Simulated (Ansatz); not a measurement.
`CC(O)(Cl)CF` → `[CH]F` + `CC(O)Cl` at 500 K and 1 bar (formal loss of a carbene).

Calculated with Ansatz (gas phase, PBE0-D4/def2-TZVP geometries, no zero-point term in ΔE). CBS: MP2 limit from def2 TZ/QZ plus the TZ coupled-cluster correction, frozen cores. This one scheme is used for every species. One conformer a species, not always the lowest.

```csv
species,CCSD(T)/CBS energy (Eh),H − E (kJ/mol),S (J/(mol·K))
`CC(O)(Cl)CF`,-752.51501,289.3,407.7
`[CH]F`,-138.29972,50.0,241.9
`CC(O)Cl`,-614.06791,222.0,344.8
```

H − E and S are ideal-gas, rigid-rotor, harmonic terms from PBE0-D4/def2-TZVP, for one conformer and one mirror image of each species. 1 Eh = 2625.50 kJ/mol, R = 8.31446 J/(mol·K).

Q: By hand: ΔE, ΔH, ΔS and ΔG.

A: ΔE = (-138.29972) + (-614.06791) − (-752.51501) = 0.14738 Eh = 386.9 kJ/mol. Δ(H − E) = 50.0 + 222.0 − 289.3 = -17.3, so ΔH = 369.6 kJ/mol. ΔS = 241.9 + 344.8 − 407.7 = 179.0 J/(mol·K). ΔG = 369.6 − 500 × (179.0)/1000 = 280.1 kJ/mol.

Q: By hand: the equilibrium constant, and the temperature at which ΔG would vanish if ΔH and ΔS stayed fixed.

A: log₁₀ K = −ΔG/(RT ln 10) = -29.3. ΔG = 0 at ΔH/ΔS = 2065 K.

The number of gas molecules changes by +1, which sets the sign of ΔS. A doubt of 5 kJ/mol in ΔE shifts log₁₀ K by 0.5 here. Other conformers and mirror images would add mixing entropy, several J/(mol·K) or more a flexible species. These are equilibria of isolated gas molecules and say nothing of rates. Largest T1 diagnostic: 0.018 (customary marks: 0.02 for closed shells, 0.045 for open ones).
